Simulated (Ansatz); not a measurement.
Species: C$_{2}$H$_{4}$O$_{2}$, SMILES `CC(=O)O` (O–C–O–H torsion 0°) (charge 0, multiplicity 1).

Problem. Give a relaxed geometry from PBE0-D3(BJ)/def2-TZVP (Ansatz, a program for electronic structure).

Solution. This is not unique; one that fits is the end point of this relaxation, one of several conformers (outside a Z-matrix the atoms follow the SMILES, hydrogens last).
Z-matrix (Å, degrees):
```
C
O 1 1.2001
O 1 1.3464 2 122.40
H 3 0.9674 1 106.43 2 0.00
C 1 1.4952 2 125.97 3 180.00
H 5 1.0866 1 109.63 2 0.00
H 5 1.0916 6 110.20 1 -120.89
H 5 1.0916 6 110.20 7 -118.23
```
